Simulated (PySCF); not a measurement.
Ionisation and electron attachment of `CC(Cl)=C=S` (C3H3ClS)

Molecule: `CC(Cl)=C=S` (C3H3ClS). Atom numbers as in the mapped SMILES `[CH3:1][C:2]([Cl:3])=[C:4]=[S:5]`.

Computed at M06-2X/ma-def2-TZVP // GFN2-xTB with PySCF (density fitting, grid level 3). Thermal corrections: GFN2-xTB frequencies, unscaled, ideal gas at 298.15 K and 1 bar, quasi-RRHO entropy.

Frontier levels of the parent: HOMO -7.47 eV, LUMO -1.92 eV.

Oxidation to the radical cation:
- Vertical ionisation energy (electronic): 8.57 eV
- Adiabatic ionisation energy (with zero-point energy): 8.35 eV
- Adiabatic, electronic part: 8.37 eV
- Vertical gap at the product's structure: 8.31 eV
- ⟨S²⟩ of the product: 0.765
- Largest spin populations: S5 0.49, C2 0.38, Cl3 0.12
- Largest changes of atomic charge: S5 0.46, Cl3 0.23, C2 0.17
- Potential in dichloromethane: 6.27 V absolute (solvation -8 → -206 kJ/mol)

Vertical electron affinity to the radical anion: 0.92 eV. The product does not keep its bonds on relaxation, so no adiabatic value is given.

Solvents are IEF-PCM continua (electrostatics only, gas-phase structures); absolute potentials refer to an electron at rest in vacuum.

Note: spin-orbit coupling is left out of the energies, which matters for open shells on the heavier atoms.
